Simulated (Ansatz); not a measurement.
Reaction (SMILES): F (HF) → F atom + H atom
B3LYP-D3(BJ)/def2-TZVP geometries, fixed; electronic energies without zero-point terms.
Largest species:
```xyz
2

F      0.0000     0.0000    -0.0925
H      0.0000     0.0000     0.8321
```

Basis-set convergence of the bond dissociation energy at PBE with Ansatz (an electronic-structure program). All functions are spherical. The program fits the integrals of some runs and decomposes those of others, by size. Open shells are unrestricted. No added dispersion term, no relativity. Functions are those of the species that has most. Reference: the value in aug-cc-pV5Z, 142.16 kcal/mol, itself unsure by roughly 0.03 kcal/mol (its mean distance from pcseg-4, aug-pcseg-3, aug-cc-pVQZ).

```tsv
basis	functions	bond dissociation energy (kcal/mol)
STO-3G	6	118.07
3-21G	11	117.14
6-31G	11	?
pcseg-0	11	116.06
cc-pVDZ	19	?
pcseg-1	19	?
6-311G**	24	136.75
6-311+G**	28	140.63
def2-SVPD	31	142.46
6-311++G(2d,2p)	37	?
def2-TZVP	37	139.61
jun-cc-pV(T+d)Z	53	142.00
def2-TZVPPD	57	142.16
aug-pcseg-2	69	142.29
pcseg-3	93	142.20
aug-cc-pVQZ	126	142.19
cc-pV5Z	146	141.91
aug-cc-pV5Z	207	142.16
```

### Question
Some entries are withheld; supply them.

### Answer

- 6-31G, bond dissociation energy (kcal/mol): 121.54
- cc-pVDZ, bond dissociation energy (kcal/mol): 133.02
- pcseg-1, bond dissociation energy (kcal/mol): 135.38
- 6-311++G(2d,2p), bond dissociation energy (kcal/mol): 141.88
